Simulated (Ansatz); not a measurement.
One stationary structure of MgSe. All values below come from r2SCAN (plane waves to 500 eV, PAW, scalar-relativistic; Ansatz, an electronic-structure program).

```
CELL_PARAMETERS angstrom
      0.00000     2.73609     2.73609
      2.73609     0.00000     2.73609
      2.73609     2.73609     0.00000
ATOMIC_POSITIONS crystal
  Mg 0.00000 0.00000 0.00000
  Se 0.50000 0.50000 0.50000
```

**Question.** Find the space group and the Wyckoff positions (tolerance 0.01 Å).

**Answer.** Space group Fm-3m (No. 225); a = b = c = 5.472 Å, α = β = γ = 90.00°

```json
[
 {"atom": "Mg", "site": "4a", "symmetry": "m-3m", "x": "0.0000", "y": "0.0000", "z": "0.0000"},
 {"atom": "Se", "site": "4b", "symmetry": "m-3m", "x": "0.5000", "y": "0.5000", "z": "0.5000"}
]
```

This is the rock salt type.

**Question.** Give the shortest distances between elements (the closest pairs, up to four, under 3.6 Å).

**Answer.** Mg–Se 2.74 Å.

- Volume per atom = 20.48 Å³
- Density = 4.19 g/cm³
- Band gap = 2.48 eV, indirect (valence top at Γ, conduction bottom at X) (no spin-orbit coupling)
- Smallest direct gap = 3.44 eV at Γ

No spin polarisation in the result.

Measured for MgSe: a 5.46 Å (room temperature; as listed in M J Lucero, T M Henderson, G E Scuseria, Journal of Physics Condensed Matter (2012)). Computed minus measured — a: r2SCAN +0.2 %. The computed values are for a static lattice.

The run could not lose the symmetry of its start; a randomly shaken copy of 4 atoms returns to this structure.
